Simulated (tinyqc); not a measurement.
Inside a calculation (part 1 of 2). Method: CCSD on RHF in the sto-3g basis, frozen core, for H2O, spin multiplicity 1. Computed by tinyqc, a small Python program that keeps every step (integrals from PySCF). Settings: charge = 0, multiplicity = 1, basis = sto-3g, method = RHF, frozen orbitals = 1, energy threshold = 1e-10, iteration cap = 63, orthogonalisation = canonical, start = atomic densities, DIIS depth = 6, amplitude equations = CCSD, DIIS depth for amplitudes = 0, cap on updates = 61. Command: `OMP_NUM_THREADS=1 python tinyqc.py 31543 31544 out.jsonl` (the two numbers bound the seeds that draw the settings). One thread of a shared host (Intel(R) Xeon(R) Processor @ 2.60GHz), about 0.3 s of CPU time with the checks. The early iterations of the SCF are left out here.

## One-electron integrals

Geometry (angstrom):
```
atom         x          y         z
O     0.000000   0.000000  0.000000
H     0.000000   0.965000  0.604000
H     0.000000  -0.965000  0.604000
```

Basis sto-3g: exponents (1/bohr^2) and contraction coefficients of normalised primitives:
```
element  l (shell)    exponent  coefficient
O            s (1)  130.709320     0.154329
O            s (1)   23.808861     0.535328
O            s (1)    6.443608     0.444635
O            s (2)    5.033151    -0.099967
O            s (2)    1.169596     0.399513
O            s (2)    0.380389     0.700115
O            p (3)    5.033151     0.155916
O            p (3)    1.169596     0.607684
O            p (3)    0.380389     0.391957
H            s (1)    3.425251     0.154329
H            s (1)    0.623914     0.535328
H            s (1)    0.168855     0.444635
```

Overlap, kinetic and nuclear-attraction integrals over the contracted functions; the nuclear repulsion is the sum of Za Zb / Rab.

nuclear repulsion = 7.71142421 hartree

overlap S:
```
           1O 1s     1O 2s    1O 2px     1O 2py    1O 2pz     2H 1s      3H 1s
1O 1s   1.000000  0.236704  0.000000   0.000000  0.000000  0.035055   0.035055
1O 2s   0.236704  1.000000  0.000000   0.000000  0.000000  0.364139   0.364139
1O 2px  0.000000  0.000000  1.000000   0.000000  0.000000  0.000000   0.000000
1O 2py  0.000000  0.000000  0.000000   1.000000  0.000000  0.276247  -0.276247
1O 2pz  0.000000  0.000000  0.000000   0.000000  1.000000  0.172905   0.172905
2H 1s   0.035055  0.364139  0.000000   0.276247  0.172905  1.000000   0.133585
3H 1s   0.035055  0.364139  0.000000  -0.276247  0.172905  0.133585   1.000000
```

kinetic energy T (hartree):
```
            1O 1s      1O 2s    1O 2px     1O 2py    1O 2pz      2H 1s      3H 1s
1O 1s   29.003200  -0.168011  0.000000   0.000000  0.000000  -0.008838  -0.008838
1O 2s   -0.168011   0.808128  0.000000   0.000000  0.000000   0.058200   0.058200
1O 2px   0.000000   0.000000  2.528731   0.000000  0.000000   0.000000   0.000000
1O 2py   0.000000   0.000000  0.000000   2.528731  0.000000   0.139613  -0.139613
1O 2pz   0.000000   0.000000  0.000000   0.000000  2.528731   0.087384   0.087384
2H 1s   -0.008838   0.058200  0.000000   0.139613  0.087384   0.760032  -0.009106
3H 1s   -0.008838   0.058200  0.000000  -0.139613  0.087384  -0.009106   0.760032
```

nuclear attraction V (hartree):
```
             1O 1s      1O 2s     1O 2px     1O 2py     1O 2pz      2H 1s      3H 1s
1O 1s   -61.548110  -7.403132   0.000000   0.000000  -0.011645  -1.121989  -1.121989
1O 2s    -7.403132  -9.977882   0.000000   0.000000  -0.143236  -2.761519  -2.761519
1O 2px    0.000000   0.000000  -9.849735   0.000000   0.000000   0.000000   0.000000
1O 2py    0.000000   0.000000   0.000000  -9.968218   0.000000  -1.842664   1.842664
1O 2pz   -0.011645  -0.143236   0.000000   0.000000  -9.896151  -1.186455  -1.186455
2H 1s    -1.121989  -2.761519   0.000000  -1.842664  -1.186455  -5.153048  -0.786219
3H 1s    -1.121989  -2.761519   0.000000   1.842664  -1.186455  -0.786219  -5.153048
```

core Hamiltonian H = T + V (hartree):
```
             1O 1s      1O 2s     1O 2px     1O 2py     1O 2pz      2H 1s      3H 1s
1O 1s   -32.544910  -7.571143   0.000000   0.000000  -0.011645  -1.130827  -1.130827
1O 2s    -7.571143  -9.169754   0.000000   0.000000  -0.143236  -2.703319  -2.703319
1O 2px    0.000000   0.000000  -7.321003   0.000000   0.000000   0.000000   0.000000
1O 2py    0.000000   0.000000   0.000000  -7.439486   0.000000  -1.703052   1.703052
1O 2pz   -0.011645  -0.143236   0.000000   0.000000  -7.367420  -1.099070  -1.099070
2H 1s    -1.130827  -2.703319   0.000000  -1.703052  -1.099070  -4.393016  -0.795325
3H 1s    -1.130827  -2.703319   0.000000   1.703052  -1.099070  -0.795325  -4.393016
```

## Two-electron integrals

Functions are numbered as in S; the eight-fold symmetry (ij|kl) = (ji|kl) = (kl|ij) leaves the list below.

Two-electron integrals (ij|kl) in chemists' order, unique and non-zero (hartree):
```
(11|11) 4.785065    (21|11) 0.741380    (21|21) 0.136873    (22|11) 1.118947
(22|21) 0.256633    (22|22) 0.817206    (31|31) 0.024477    (32|31) 0.037809
(32|32) 0.180518    (33|11) 1.115814    (33|21) 0.256684    (33|22) 0.817023
(33|33) 0.880159    (41|41) 0.024477    (42|41) 0.037809    (42|42) 0.180518
(43|43) 0.047444    (44|11) 1.115814    (44|21) 0.256684    (44|22) 0.817023
(44|33) 0.785270    (44|44) 0.880159    (51|51) 0.024477    (52|51) 0.037809
(52|52) 0.180518    (53|53) 0.047444    (54|54) 0.047444    (55|11) 1.115814
(55|21) 0.256684    (55|22) 0.817023    (55|33) 0.785270    (55|44) 0.785270
(55|55) 0.880159    (61|11) 0.111083    (61|21) 0.020353    (61|22) 0.037977
(61|33) 0.037903    (61|41) 0.000787    (61|42) 0.001485    (61|44) 0.038068
(61|51) 0.000493    (61|52) 0.000929    (61|54) 0.000103    (61|55) 0.037967
(61|61) 0.003065    (62|11) 0.292050    (62|21) 0.067919    (62|22) 0.242142
(62|33) 0.237867    (62|41) 0.004326    (62|42) 0.034171    (62|44) 0.246909
(62|51) 0.002708    (62|52) 0.021388    (62|54) 0.005659    (62|55) 0.241410
(62|61) 0.010315    (62|62) 0.091640    (63|31) 0.006836    (63|32) 0.040770
(63|43) 0.006949    (63|53) 0.004349    (63|63) 0.012527    (64|11) 0.186157
(64|21) 0.043824    (64|22) 0.166807    (64|33) 0.159383    (64|41) 0.009267
(64|42) 0.062845    (64|44) 0.179160    (64|51) 0.001521    (64|52) 0.013817
(64|54) 0.008029    (64|55) 0.161686    (64|61) 0.006925    (64|62) 0.076740
(64|64) 0.076057    (65|11) 0.116517    (65|21) 0.027430    (65|22) 0.104406
(65|33) 0.099759    (65|41) 0.001521    (65|42) 0.013817    (65|44) 0.103439
(65|51) 0.007788    (65|52) 0.049418    (65|54) 0.009252    (65|55) 0.109899
(65|61) 0.004334    (65|62) 0.048032    (65|64) 0.039764    (65|65) 0.037415
(66|11) 0.456239    (66|21) 0.107802    (66|22) 0.442550    (66|33) 0.425387
(66|41) 0.008282    (66|42) 0.091986    (66|44) 0.461991    (66|51) 0.005184
(66|52) 0.057575    (66|54) 0.022911    (66|55) 0.439727    (66|61) 0.016483
(66|62) 0.218491    (66|64) 0.208810    (66|65) 0.130696    (66|66) 0.774606
(71|11) 0.111083    (71|21) 0.020353    (71|22) 0.037977    (71|33) 0.037903
(71|41) -0.000787   (71|42) -0.001485   (71|44) 0.038068    (71|51) 0.000493
(71|52) 0.000929    (71|54) -0.000103   (71|55) 0.037967    (71|61) 0.003011
(71|62) 0.009943    (71|64) 0.006153    (71|65) 0.004183    (71|66) 0.015744
(71|71) 0.003065    (72|11) 0.292050    (72|21) 0.067919    (72|22) 0.242142
(72|33) 0.237867    (72|41) -0.004326   (72|42) -0.034171   (72|44) 0.246909
(72|51) 0.002708    (72|52) 0.021388    (72|54) -0.005659   (72|55) 0.241410
(72|61) 0.009943    (72|62) 0.070664    (72|64) 0.041500    (72|65) 0.035874
(72|66) 0.133441    (72|71) 0.010315    (72|72) 0.091640    (73|31) 0.006836
(73|32) 0.040770    (73|43) -0.006949   (73|53) 0.004349    (73|63) 0.009226
(73|73) 0.012527    (74|11) -0.186157   (74|21) -0.043824   (74|22) -0.166807
(74|33) -0.159383   (74|41) 0.009267    (74|42) 0.062845    (74|44) -0.179160
(74|51) -0.001521   (74|52) -0.013817   (74|54) 0.008029    (74|55) -0.161686
(74|61) -0.006153   (74|62) -0.041500   (74|64) -0.015716   (74|65) -0.020681
(74|66) -0.072530   (74|71) -0.006925   (74|72) -0.076740   (74|74) 0.076057
(75|11) 0.116517    (75|21) 0.027430    (75|22) 0.104406    (75|33) 0.099759
(75|41) -0.001521   (75|42) -0.013817   (75|44) 0.103439    (75|51) 0.007788
(75|52) 0.049418    (75|54) -0.009252   (75|55) 0.109899    (75|61) 0.004183
(75|62) 0.035874    (75|64) 0.020681    (75|65) 0.027167    (75|66) 0.073481
(75|71) 0.004334    (75|72) 0.048032    (75|74) -0.039764   (75|75) 0.037415
(76|11) 0.079261    (76|21) 0.018588    (76|22) 0.071561    (76|33) 0.070047
(76|44) 0.071722    (76|51) 0.001184    (76|52) 0.011042    (76|55) 0.072834
(76|61) 0.002784    (76|62) 0.026149    (76|64) 0.019155    (76|65) 0.015447
(76|66) 0.063734    (76|71) 0.002784    (76|72) 0.026149    (76|74) -0.019155
(76|75) 0.015447    (76|76) 0.009309    (77|11) 0.456239    (77|21) 0.107802
(77|22) 0.442550    (77|33) 0.425387    (77|41) -0.008282   (77|42) -0.091986
(77|44) 0.461991    (77|51) 0.005184    (77|52) 0.057575    (77|54) -0.022911
(77|55) 0.439727    (77|61) 0.015744    (77|62) 0.133441    (77|64) 0.072530
(77|65) 0.073481    (77|66) 0.272986    (77|71) 0.016483    (77|72) 0.218491
(77|74) -0.208810   (77|75) 0.130696    (77|76) 0.063734    (77|77) 0.774606
```

## Orthogonalisation

S = U s U^T; canonical form X = U s^(-1/2), so that X^T S X = 1. Each column of U has its largest component positive (the first on a tie).

eigenvalues of S: 0.460235  0.536866  0.896783  1.000000  1.087231  1.329549  1.689335

X:
```
                1          2          3         4          5          6         7
1O 1s   -0.366178   0.000000   0.724550  0.000000  -0.605950   0.000000  0.201069
1O 2s    1.024703   0.000000  -0.256984  0.000000  -0.271991   0.000000  0.472459
1O 2px   0.000000   0.000000   0.000000  1.000000   0.000000   0.000000  0.000000
1O 2py   0.000000   0.879989   0.000000  0.000000   0.000000   0.662905  0.000000
1O 2pz   0.410313   0.000000   0.666952  0.000000   0.651599   0.000000  0.191555
2H 1s   -0.640445  -0.737659  -0.199071  0.000000   0.164367   0.395406  0.381844
3H 1s   -0.640445   0.737659  -0.199071  0.000000   0.164367  -0.395406  0.381844
```

## Iteration 8 (converged): orbitals

converged F (hartree):
```
             1O 1s      1O 2s     1O 2px     1O 2py     1O 2pz      2H 1s      3H 1s
1O 1s   -20.242050  -5.161015   0.000000   0.000000  -0.024460  -0.778742  -0.778742
1O 2s    -5.161015  -2.393311   0.000000   0.000000  -0.055668  -0.746835  -0.746835
1O 2px    0.000000   0.000000  -0.377817   0.000000   0.000000   0.000000   0.000000
1O 2py    0.000000   0.000000   0.000000  -0.212993   0.000000  -0.365510   0.365510
1O 2pz   -0.024460  -0.055668   0.000000   0.000000  -0.254096  -0.279745  -0.279745
2H 1s    -0.778742  -0.746835   0.000000  -0.365510  -0.279745  -0.377575  -0.187245
3H 1s    -0.778742  -0.746835   0.000000   0.365510  -0.279745  -0.187245  -0.377575
```

Diagonalise F' = X^T F X, C = X C', fill 5 alpha and 5 beta electrons from the bottom; D = 2 C_occ C_occ^T. Each column has its largest component positive (the first on a tie).

F' = X^T F X (hartree):
```
           1         2          3          4          5          6          7
1  -0.375687  0.000000   2.388998   0.000000  -1.928589   0.000000   0.662309
2   0.000000  0.576986   0.000000   0.000000   0.000000   0.089886   0.000000
3   2.388998  0.000000  -8.579973   0.000000   8.497614   0.000000  -4.329137
4   0.000000  0.000000   0.000000  -0.377817   0.000000   0.000000   0.000000
5  -1.928589  0.000000   8.497614   0.000000  -9.086031   0.000000   4.607559
6   0.000000  0.089886   0.000000   0.000000   0.000000  -0.536338   0.000000
7   0.662309  0.000000  -4.329137   0.000000   4.607559   0.000000  -3.379070
```

orbital energies (hartree): MO1 -20.250281, MO2 -1.186893, MO3 -0.543548, MO4 -0.404229, MO5 -0.377817, MO6 0.420642, MO7 0.584197

coefficients C:
```
              MO1        MO2        MO3        MO4       MO5        MO6        MO7
1O 1s    0.994479  -0.241157   0.000000   0.085718  0.000000   0.110319   0.000000
1O 2s    0.023711   0.898647   0.000000  -0.439197  0.000000  -0.642052   0.000000
1O 2px   0.000000   0.000000   0.000000   0.000000  1.000000   0.000000   0.000000
1O 2py   0.000000   0.000000   0.590418   0.000000  0.000000   0.000000   0.930177
1O 2pz   0.002682   0.069861   0.000000   0.774840  0.000000  -0.684975   0.000000
2H 1s   -0.004345   0.141159   0.453123   0.330429  0.000000   0.702490  -0.703680
3H 1s   -0.004345   0.141159  -0.453123   0.330429  0.000000   0.702490   0.703680
```

D after iteration 8:
```
            1O 1s      1O 2s    1O 2px     1O 2py     1O 2pz      2H 1s      3H 1s
1O 1s    2.108986  -0.461564  0.000000   0.000000   0.104475  -0.020077  -0.020077
1O 2s   -0.461564   2.002046  0.000000   0.000000  -0.554926  -0.036748  -0.036748
1O 2px   0.000000   0.000000  2.000000   0.000000   0.000000   0.000000   0.000000
1O 2py   0.000000   0.000000  0.000000   0.697188   0.000000   0.535065  -0.535065
1O 2pz   0.104475  -0.554926  0.000000   0.000000   1.210530   0.531759   0.531759
2H 1s   -0.020077  -0.036748  0.000000   0.535065   0.531759   0.668897  -0.152385
3H 1s   -0.020077  -0.036748  0.000000  -0.535065   0.531759  -0.152385   0.668897
```

## Convergence

Stop when the energy changes by less than 1e-10 hartree and every element of the error matrix X^T (F D S - S D F) X is below 3e-06.

Course of the cycle:
```
iteration   E (hartree)     change  largest element of the error matrix
1          -75.09599730          -                             9.83e-01
2          -74.86379642   2.32e-01                             2.85e-01
3          -74.91303874  -4.92e-02                             4.19e-02
4          -74.91414415  -1.11e-03                             6.73e-03
5          -74.91418502  -4.09e-05                             4.16e-04
6          -74.91418551  -4.88e-07                             1.71e-04
7          -74.91418557  -6.16e-08                             7.04e-07
8          -74.91418557  -1.34e-12                             1.03e-09
```

PySCF RHF in the same basis = -74.91418557 hartree

Converged in 8 iterations.

## Integrals over molecular orbitals

(pq|rs) = sum C_ip C_jq C_kr C_ls (ij|kl), one index at a time.

one-electron integrals over orbitals h = C^T H C (hartree):
```
            1          2          3          4          5          6          7
1  -32.528382   0.573365   0.000000  -0.188733   0.000000  -0.255525   0.000000
2    0.573365  -7.537711   0.000000   0.522185   0.000000   1.179305   0.000000
3    0.000000   0.000000  -5.893205   0.000000   0.000000   0.000000  -1.811947
4   -0.188733   0.522185   0.000000  -6.582540   0.000000   1.316976   0.000000
5    0.000000   0.000000   0.000000   0.000000  -7.321003   0.000000   0.000000
6   -0.255525   1.179305   0.000000   1.316976   0.000000  -5.163308   0.000000
7    0.000000   0.000000  -1.811947   0.000000   0.000000   0.000000  -5.540862
```

Two-electron integrals over orbitals (pq|rs), unique and non-zero (hartree); the lowest 1 orbital is frozen and left out:
```
(22|22) 0.722790    (32|32) 0.128101    (33|22) 0.602705    (33|33) 0.580101
(42|22) -0.028543   (42|33) 0.003777    (42|42) 0.130956    (43|32) 0.030806
(43|43) 0.055172    (44|22) 0.666916    (44|33) 0.558347    (44|42) -0.095709
(44|44) 0.707829    (52|52) 0.151843    (53|53) 0.025330    (54|52) -0.040853
(54|54) 0.046950    (55|22) 0.756485    (55|33) 0.590218    (55|42) -0.076771
(55|44) 0.694494    (55|55) 0.880159    (62|22) -0.126896   (62|33) -0.058553
(62|42) -0.034560   (62|44) -0.066575   (62|55) -0.139170   (62|62) 0.091470
(63|32) 0.044260    (63|43) 0.042105    (63|63) 0.084270    (64|22) -0.130600
(64|33) -0.045553   (64|42) 0.038853    (64|44) -0.132033   (64|55) -0.149334
(64|62) 0.063504    (64|64) 0.094879    (65|52) -0.051592   (65|54) -0.006229
(65|65) 0.033280    (66|22) 0.575572    (66|33) 0.536336    (66|42) 0.049028
(66|44) 0.532558    (66|55) 0.562039    (66|62) -0.082906   (66|64) -0.049706
(66|66) 0.564558    (72|32) 0.058321    (72|43) -0.025923   (72|63) -0.027524
(72|72) 0.070789    (73|22) 0.173141    (73|33) 0.087848    (73|42) -0.070281
(73|44) 0.149548    (73|55) 0.206582    (73|62) -0.069003   (73|64) -0.099015
(73|66) 0.042743    (73|73) 0.157575    (74|32) -0.067917   (74|43) -0.013366
(74|63) -0.057678   (74|72) -0.018069   (74|74) 0.067461    (75|53) 0.024035
(75|75) 0.026126    (76|32) -0.087553   (76|43) -0.064288   (76|63) -0.075201
(76|72) -0.000247   (76|74) 0.058890    (76|76) 0.116341    (77|22) 0.610865
(77|33) 0.575760    (77|42) -0.022812   (77|44) 0.581886    (77|55) 0.614048
(77|62) -0.061386   (77|64) -0.055493   (77|66) 0.540522    (77|73) 0.106124
(77|77) 0.598238
```

## CCSD: starting amplitudes

t_ij^ab = <ij||ab> / (e_i + e_j - e_a - e_b), whose energy is MP2.

Starting amplitudes (spin orbitals 1a, 1b, ...; amplitudes related by a flip of all spins are not repeated):
```
from      to          t
3a 3b  7a 7b  -0.069863
4a 4b  6a 6b  -0.057511
3a 4b  6b 7a  -0.050709
3a 3b  6a 6b  -0.043700
4a 4b  7a 7b  -0.034125
3a 4b  6a 7b   0.029539
2a 2b  6a 6b  -0.028451
2a 4b  6a 6b  -0.026108
2a 3b  6a 7b   0.025227
3a 4a  6a 7a  -0.021170
5a 5b  6a 6b  -0.020840
2a 2b  7a 7b  -0.019985
2a 3a  6a 7a   0.015164
5a 5b  7a 7b  -0.013579
2a 3b  6b 7a  -0.010063
2a 4b  7a 7b   0.006548
```

correlation energy = -0.05156077 hartree

## CCSD: amplitude update 1

t_i^a D_i^a and t_ij^ab D_ij^ab are set to the remaining terms of the spin-orbital equations, evaluated with the old amplitudes; for the doubles these are <ij||ab> + 1/2 <ab||ef> t_ij^ef + 1/2 <mn||ij> t_mn^ab + P(ij)P(ab) <mb||ej> t_im^ae + terms in t^2 + terms with t1, D the orbital-energy denominators.

Amplitudes after update 1 (spin orbitals 1a, 1b, ...; amplitudes related by a flip of all spins are not repeated):
```
from      to          t
3a 3b  7a 7b  -0.088450
4a 4b  6a 6b  -0.075061
3a 4b  6b 7a  -0.066434
3a 3b  6a 6b  -0.061164
4a 4b  7a 7b  -0.046378
3a 4b  6a 7b   0.046137
2a 4b  6a 6b  -0.037027
2a 3b  6a 7b   0.031685
2a 2b  6a 6b  -0.031024
5a 5b  6a 6b  -0.025337
2a 2b  7a 7b  -0.021908
3a 4a  6a 7a  -0.020297
2a 3b  6b 7a  -0.017138
5a 5b  7a 7b  -0.015095
2a 3a  6a 7a   0.014547
4a        6a   0.012203
2a 4b  7a 7b   0.005832
3a        7a  -0.002836
2a        6a  -0.000157
```

correlation energy = -0.06653626 hartree

## CCSD: amplitude update 2

As before.

Amplitudes after update 2 (spin orbitals 1a, 1b, ...; amplitudes related by a flip of all spins are not repeated):
```
from      to          t
3a 3b  7a 7b  -0.094531
4a 4b  6a 6b  -0.083596
3a 4b  6b 7a  -0.072544
3a 3b  6a 6b  -0.067665
3a 4b  6a 7b   0.054744
4a 4b  7a 7b  -0.051721
2a 4b  6a 6b  -0.041123
2a 3b  6a 7b   0.033011
2a 2b  6a 6b  -0.031108
5a 5b  6a 6b  -0.026672
2a 2b  7a 7b  -0.021751
2a 3b  6b 7a  -0.020202
4a        6a   0.020025
3a 4a  6a 7a  -0.017800
5a 5b  7a 7b  -0.014894
2a 3a  6a 7a   0.012810
2a 4b  7a 7b   0.004956
3a        7a  -0.002821
2a        6a  -0.000975
```

correlation energy = -0.07191339 hartree

## CCSD: amplitude update 3

As before.

Amplitudes after update 3 (spin orbitals 1a, 1b, ...; amplitudes related by a flip of all spins are not repeated):
```
from      to          t
3a 3b  7a 7b  -0.096987
4a 4b  6a 6b  -0.088387
3a 4b  6b 7a  -0.075282
3a 3b  6a 6b  -0.069701
3a 4b  6a 7b   0.059081
4a 4b  7a 7b  -0.054189
2a 4b  6a 6b  -0.042786
2a 3b  6a 7b   0.033142
2a 2b  6a 6b  -0.031019
5a 5b  6a 6b  -0.027077
4a        6a   0.024726
2a 2b  7a 7b  -0.021424
2a 3b  6b 7a  -0.021399
3a 4a  6a 7a  -0.016201
5a 5b  7a 7b  -0.014545
2a 3a  6a 7a   0.011743
2a 4b  7a 7b   0.004434
3a        7a  -0.002220
2a        6a  -0.001793
```

correlation energy = -0.07414821 hartree
